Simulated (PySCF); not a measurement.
# Reproducing measurements on trichloroethylene

**The experiment to reproduce.**

NIST CCCBDB Release 22 (SRD 101), experimental polarizabilities lists, for the gas: mean polarisability 9.751 Å³.

The runs below try to reproduce these values; the comparison stands at the end.

Compound: trichloroethylene, C2HCl3.
Atom-mapped SMILES: `[Cl:1][CH:2]=[C:3]([Cl:4])[Cl:5]` (hydrogens: H6 on C2)

Cartesian coordinates in Å at the GFN2-xTB level; atoms count from 1:
```xyz
6
C2HCl3 angstrom
Cl     1.889    0.987   -0.019
C      0.690   -0.229   -0.029
C     -0.610    0.051    0.014
Cl    -1.240    1.642    0.083
Cl    -1.781   -1.204    0.002
H      1.055   -1.243   -0.073
```

The PySCF runs (gas phase, on this GFN2-xTB geometry; no spin–orbit coupling):

```json
{"level": "CAM-B3LYP/def2-SVPD", "job": "8 singlets by full TDDFT, 3 Tamm–Dancoff triplets, polarisability", "basis functions": "129"}
{"level": "PBE0/def2-SVPD", "job": "6 singlets by full TDDFT, 2 Tamm–Dancoff triplets, polarisability, density and orbital grids written", "basis functions": "129"}
```

**Comparison with experiment**

**Mean polarisability.** Measured: 9.751 Å³ (NIST CCCBDB Release 22 (SRD 101), experimental polarizabilities).

```json
{"level": "CAM-B3LYP/def2-SVPD", "computed (Å³)": "9.963", "computed − measured (Å³)": "+0.212", "% (from the printed values)": "+2"}
{"level": "PBE0/def2-SVPD", "computed (Å³)": "10.020", "computed − measured (Å³)": "+0.269", "% (from the printed values)": "+3"}
```

Closest is CAM-B3LYP/def2-SVPD (+0.212 Å³), furthest PBE0/def2-SVPD (+0.269 Å³); one molecule doesn't rank methods. The computed values are static and purely electronic, with core orbitals frozen in the response (1 au = 0.148185 Å³). The table of measured values doesn't say here whether a value is static or optical, or holds a vibrational part.

No measured geometry was used, and the causes of the misses weren't examined.
